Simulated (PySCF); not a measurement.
Cartesian coordinates (Å):
SMILES: [CH3]
```xyz
4

C     -0.0001     0.0000     0.0000
H     -0.8537    -0.6632     0.0035
H      1.0010    -0.4077    -0.0040
H     -0.1476     1.0708     0.0005
```
Charge 0, spin multiplicity 2.

Task: What is the computed highest occupied spin orbital, total energy and dipole moment (TPSSh-D3(BJ)/def2-TZVP (PySCF))?

Result: 
```json
{
 "highest_occupied_spin_orbital": "-6.06 eV",
 "total_energy": "-39.8615 Ha",
 "dipole_moment": "0.000 e·Å"
}
```
